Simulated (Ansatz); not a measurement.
**Appearance energy of a fragment ion: C3H8 → [C3H7]+ + H + e⁻**

Species: C3H8 (propane) `CCC`, singlet; [C3H7]+ `C[CH+]C`, singlet; H atom, doublet. 

Shapes, held fixed at every level: PBE0-D4/def2-TZVP. Programs: Ansatz 0.2.0. Electronic energies: no zero-point or thermal term.

```json
{"level": "HF/def2-SVP", "kind": "Hartree–Fock", "ΔE (eV)": "+10.51", "less CCSD(T)/CBS estimate": "-1.57"}
{"level": "SPW92/def2-TZVPP", "kind": "LDA", "ΔE (eV)": "+11.99", "less CCSD(T)/CBS estimate": "-0.09"}
{"level": "wB97X-V/def2-TZVPP", "kind": "range-separated hybrid", "ΔE (eV)": "+11.86", "less CCSD(T)/CBS estimate": "-0.22"}
{"level": "B2PLYP/def2-TZVPP", "kind": "double hybrid", "ΔE (eV)": "+11.80", "less CCSD(T)/CBS estimate": "-0.28"}
{"level": "MP2/def2-SVP", "kind": "perturbation theory", "ΔE (eV)": "+11.72", "less CCSD(T)/CBS estimate": "-0.36"}
{"level": "CCSD/def2-TZVPP", "kind": "coupled cluster or CI", "ΔE (eV)": "+11.94", "less CCSD(T)/CBS estimate": "-0.14"}
{"level": "CCSD(T)/CBS estimate", "kind": "coupled cluster or CI", "ΔE (eV)": "+12.08", "less CCSD(T)/CBS estimate": "0.00"}
```

The highest level, CCSD(T)/CBS estimate, gives ΔE = +12.08 eV; the levels span +10.51 to +12.08. The column of differences is taken from that level and isn't an error. No measured value is set beside it here. Open shells run unrestricted unless RO is named. The CBS estimate extrapolates MP2 from def2-TZVPP and def2-QZVPP and adds CCSD(T) − MP2 in the triple-zeta set, cores frozen. The onset seen in experiment also holds zero-point changes and kinetic shifts.
